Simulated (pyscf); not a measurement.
HS–Ti(Cl)(Cl)–Cl (SMILES [SH][Ti]([Cl])([Cl])[Cl]) + H• (SMILES [H]) → [S–Ti(Cl)(Cl)–Cl]• (SMILES [S][Ti]([Cl])([Cl])[Cl]) + H₂ (SMILES [H][H]) (hydrogen abstraction; doublet surface; H–S broken, H–H formed). Optimised with ωB97X-D3(BJ)/def2-SVP in PySCF. Energies in kcal/mol from the separated reactants.

| level | barrier | reaction energy |
|---|---|---|
| ωB97X-D3(BJ)/def2-TZVP | 2.9 | -14.2 |
| r²SCAN/def2-TZVP | -2.4 | -16.4 |
| B3LYP-D3(BJ)/def2-TZVP | ? | -18.7 |
| M06-2X/def2-TZVP | ? | ? |
| ωB97M-D3(BJ)/def2-TZVP | 3.0 | -14.7 |
| HF/def2-TZVP | 9.6 | -16.0 |

Q: Fill in the missing entries.

A: 
- B3LYP-D3(BJ)/def2-TZVP, barrier: -1.6
- M06-2X/def2-TZVP, barrier: 3.5
- M06-2X/def2-TZVP, reaction energy: -15.4

At r²SCAN, B3LYP-D3(BJ) this geometry lies under the reactants; that is no barrier but a single point on another level's saddle; such a level's own saddle, if it has one, lies nearer that side and is low. One saddle was located; it need not be the lowest between these sides. The angle at the transferred H is 179°. Open-shell species with a d-block atom are single-reference here; other states, and whether the spin sits on metal or ligand, were not checked.
